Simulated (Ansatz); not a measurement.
# [Cl···H···O], triplet along the distance Cl1-H2

Starting geometry:

```xyz
3

Cl    0.0000    0.0000   -1.2963
H     0.0000    0.0000   -0.0175
O     0.0000    0.0000    1.3137
```

From there H2 is moved from one fragment to the other while all else, the fragments' distance too, stays fixed; atoms are numbered as listed. Energies are in kJ/mol, counted from the starting geometry at the same level.

Basis cc-pVDZ; Ansatz 0.2.0. Only valence electrons are correlated (noble-gas cores frozen). R marks a restricted (for open shells ROHF) determinant, U an unrestricted one.

Coupled cluster chose its determinant by trial CCSD, here up to 0.27 eV above the lowest Hartree–Fock solution of its kind, and MP2 stands on that determinant too.

Full CI isn't at hand for all of this; UCCSDT(Q) serves as the reference, and is uncertain by about the last step of the cluster series. The frozen core follows each run's orbitals, which can shift R against U totals by a few meV.

```csv
distance Cl1-H2 (Å),UCCSDT(Q),error UMP2,error UCCSD,error RCCSD(T),error UCCSD(T),error BCCD(T),error RCCSDT
1.189,15.0,-3.5,-1.7,-0.4,-0.4,-0.4,-0.2
1.279,0.0,0.0,0.0,0.0,0.0,0.0,0.0
1.328,0.8,2.6,1.1,0.3,0.3,0.3,0.1
1.376,3.7,5.2,2.2,0.6,0.5,0.5,0.3
1.425,6.3,7.1,3.0,0.8,0.8,0.8,0.4
1.474,6.9,6.9,3.2,0.8,0.9,0.8,0.5
1.523,5.1,4.3,2.7,0.8,0.8,0.7,0.5
1.571,2.6,1.2,1.7,0.6,0.6,0.5,0.3
1.620,2.2,-1.3,0.5,0.3,0.4,0.3,0.2
```

Errors are those of relative energies. In total energy the starting point itself misses UCCSDT(Q) by: UMP2 97.8, UCCSD 14.2, RCCSD(T) 2.6, UCCSD(T) 2.5, BCCD(T) 2.6, RCCSDT 1.2 kJ/mol.

Spread of the error over the points with a reference, to 1.620 Å (largest less smallest): RCCSDT 0.7, RCCSD(T) 1.2, BCCD(T) 1.2, UCCSD(T) 1.3, UCCSD 4.9, UMP2 10.6 kJ/mol.
